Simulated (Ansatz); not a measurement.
Si, diamond: geometry optimisation

All numbers below come from DFT, BLYP, plane waves (420 eV) with PAW, scalar-relativistic (Ansatz 0.2.0). (PAW data from PBE, frozen cores regenerated.)

k-point mesh 6×6×6, Fermi-Dirac smearing 0.05 eV, no spin polarisation. Cell and atoms relax.

Starting structure:

```yaml
crystal:
  lattice:
    - [0.0, 2.71535, 2.71535]
    - [2.71535, 0.0, 2.71535]
    - [2.71535, 2.71535, 0.0]
  atoms:
    - { symbol: Si, position: [0.5, 0.5, 0.5] }
    - { symbol: Si, position: [0.75, 0.75, 0.75] }
hamiltonian:
  xc: blyp
  pseudopotentials:
    kind: paw
    azcp:
      Si: "pseudopotentials/Si.paw.azcp"
basis:
  ecutwfc: 420
  fft_grid_basis: typed
kpoints:
  mp_grid: { grid: [6, 6, 6], shift: [0, 0, 0] }
magnetization:
  spin_polarized: false
scf:
  occupations: { method: fermi_dirac, width: 0.05 }
relax:
  max_steps: 60
  f_tol: 0.01
  cell: {}
```

Task: What cell does the relaxation end in?

Result: Fd-3m with a = 5.533 Å; 21.17 Å³ per atom against 20.02 at the start (5.7 %).

Task: How much energy does the relaxation gain?

Result: 17.1 meV per atom.

Path of the relaxation (the plane waves are chosen anew near the end, which can shift the energy a little):

```csv
step,E − E(final) (meV/atom),V (Å³/atom),P (GPa),max force (eV/Å)
0,17.11,20.021,5.00,0.000
1,1.52,20.840,1.29,0.000
2,0.28,21.140,0.11,0.000
3,0.28,21.169,0.00,0.000
4,0.00,21.169,0.02,0.000
```
